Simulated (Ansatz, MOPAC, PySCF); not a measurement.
Pair of molecules: C2H4 (SMILES C=C) (first 6 atoms) with C2H4 (SMILES C=C); geometry from S22 set.
(charge 0, multiplicity 1):
```xyz
12

C     -0.472    -0.472    -1.859
C      0.472     0.472    -1.859
H     -0.872    -0.872    -0.936
H      0.872     0.872    -0.936
H     -0.870    -0.870    -2.783
H      0.870     0.870    -2.783
C     -0.472     0.472     1.859
C      0.472    -0.472     1.859
H     -0.872     0.872     0.936
H      0.872    -0.872     0.936
H     -0.870     0.870     2.783
H      0.870    -0.870     2.783
```

Monomers are frozen at their geometry in the pair; levels with a basis set take the counterpoise correction.

Rows in 6-31G* carry no dispersion term and start afresh at each structure (6-31G* with six Cartesian d functions). The state that AM1, PM3 reach isn't checked.

The values were computed with Ansatz (Gaussian orbitals); MOPAC for AM1, PM3 (differences of heats of formation); PySCF for 6-31G* rows. Each number belongs to the level named beside it.

**Question.** One of these levels gives 0.42 kcal/mol for the interaction energy. Name it.
(A) revPBE/def2-TZVPPD
(B) AM1
(C) PM3
(D) B3LYP/6-31G*

**Answer.** D, B3LYP/6-31G*. The others give -0.13 (AM1), -1.11 (PM3), 1.14 (revPBE/def2-TZVPPD)

Ansatz is a first-principles code.
